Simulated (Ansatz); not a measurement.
# Multireference treatment of O₃, singlet

Program: Ansatz, Gaussian basis, development build. Basis cc-pVDZ, nonrelativistic, 3 orbitals frozen in the corrections. State-specific CASSCF; RHF is the lowest restricted (open-shell) Hartree–Fock solution met. Solutions may break the symmetry of the shape. No proof that the lowest CASSCF solution was found.

Geometry:

```xyz
3

O     0.0000    0.0000   -0.4204
O     0.0000    1.0607    0.2102
O     0.0000   -1.0607    0.2102
```

**Question.** What do CASSCF and its corrections give against RHF in CAS(12,9), and what are the occupations?

**Answer.** CASSCF -5.877 eV, SC-NEVPT2 -15.995 eV; occupations 1.99, 1.99, 1.97, 1.96, 1.95, 1.81, 0.22, 0.05, 0.04.
